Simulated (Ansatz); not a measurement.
Energy needed to pull apart SiH2S (SMILES [SiH]S), singlet, into free ground-state atoms, from the structure below (displaced at random from a GFN2-xTB minimum); no zero-point or spin–orbit terms; open-shell atoms are treated unrestricted, in their ground-state multiplicity.

```
4
angstrom
Si -0.2945 -1.1113 0.1659
S 0.1862 1.0201 -0.1971
H 1.0547 -1.2121 1.0273
H -0.8206 1.1392 -0.8876
```

Ansatz 0.2.0; basis: def2-TZVPP; cores frozen in the correlated methods. B3LYP uses VWN-RPA correlation.

```json
{"method": "PBE-D4", "atomization energy (eV)": "10.79"}
{"method": "BLYP-D4", "atomization energy (eV)": "?"}
{"method": "r2SCAN-D4", "atomization energy (eV)": "10.66"}
{"method": "PBE0-D4", "atomization energy (eV)": "10.55"}
{"method": "B3LYP-D4", "atomization energy (eV)": "10.68"}
{"method": "wB97M-V", "atomization energy (eV)": "10.85"}
{"method": "HF", "atomization energy (eV)": "7.23"}
{"method": "MP2", "atomization energy (eV)": "10.25"}
{"method": "CCSD", "atomization energy (eV)": "?"}
{"method": "CCSD(T)", "atomization energy (eV)": "10.31"}
```

(1) What does BLYP-D4 give? (To be estimated.)

(2) What does CCSD give? (To be estimated.)

No T1 diagnostic of these runs exceeds 0.018. The restricted Hartree–Fock reference is unstable towards an unrestricted one here.

## Answers

(1) Computed: 10.70 eV, which is about 0.39 eV more than CCSD(T)/def2-TZVPP.

(2) By the calculation: 10.10 eV, which is about 0.21 eV less than CCSD(T)/def2-TZVPP.

In triple zeta the MP2 and coupled-cluster atomization energies are still short of their basis limit by a few kcal/mol a bond, whereas those of the functionals are nearly converged, so these differences are not deviations from converged CCSD(T).

For scale, one of the runs: CCSD(T)/def2-TZVPP forces, 112 basis functions (an equivalent command: `ansatz run in.yaml --threads 4`). The run took 7 s on 4 CPU threads (shared host), with 0.61 GiB of host memory at its peak.
